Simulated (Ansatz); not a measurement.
Reaction (SMILES): FCl (F-Cl) → ClF+ (doublet, bonded as ClF) + e-
B3LYP-D3(BJ)/def2-TZVP geometries, fixed; electronic energies without zero-point terms.

Core correlation in the adiabatic ionisation energy at CCSD(T) with Ansatz (a quantum-chemistry and plane-wave program), in eV: frozen core against 1s of Al to Cl frozen alone. Open shells are unrestricted.

```
basis        functions, most  frozen core
-----------  ---------------  -----------
cc-pV(D+d)Z               37       12.287
cc-pCVDZ                  45       12.336
cc-pV(T+d)Z               69       12.441
cc-pwCVTZ                102       12.437
cc-pCVTZ                 102       12.440
cc-pV(Q+d)Z              119       12.595
```

Question: How large is the core term in each set?

Answer: The largest core-valence set, cc-pCVTZ, gives a core term of 0.010 eV; the valence set cc-pV(Q+d)Z, which lacks functions for the core, gives -0.002. By row: cc-pV(D+d)Z 0.000, cc-pCVDZ 0.002, cc-pV(T+d)Z -0.005, cc-pwCVTZ 0.011, cc-pCVTZ 0.010, cc-pV(Q+d)Z -0.002.
